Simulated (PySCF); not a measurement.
Bonds (- single, = double, # triple, : aromatic): C1-Si2 1.872 Å, Si2-C3 1.871 Å. C1 carries H4, H5, H6; Si2 carries H7, H8; C3 carries H9, H10, H11.

PySCF 2.14.0 with density-fitted response routines calculation with geometry: PBE0-D3(BJ)/def2-TZVP and shielding tensors at B97-2/pcSseg-2 (GIAO); a single conformation, one averaged value for each set of equivalent atoms, gas phase, relativity neglected.

Chemical shifts δ = σref − σ; ¹³C (σ = 185.38 ppm) and ¹H (σ = 31.64 ppm) and ²⁹Si (σ = 348.46 ppm) vs TMS, all at this level.

```tsv
atoms	nucleus	count	δ (ppm)
H4/H5/H6/H9/H10/H11	¹H	6	?
Si2	²⁹Si	1	-38.6
H7/H8	¹H	2	4.24
C1/C3	¹³C	2	?
```

Estimate the values marked ?.

Results:


- C1/C3: -5.2 ppm, methyl carbon bonded to Si; an electropositive neighbour leaves it electron-rich and shielded
- H4/H5/H6/H9/H10/H11: 0.16 ppm, hydrogen on a methyl carbon bonded to Si; an electropositive neighbour shields it, as in TMS itself

Shifts are as computed. Against solution values, carbons near 30 ppm lie about +3 ppm off and those near 130 ppm about +7 ppm. Of 1211 compounds with measured shifts, 218 miss one by over three times the rms of a fit or turn the order of signals round; such compounds aren't used in these exercises.
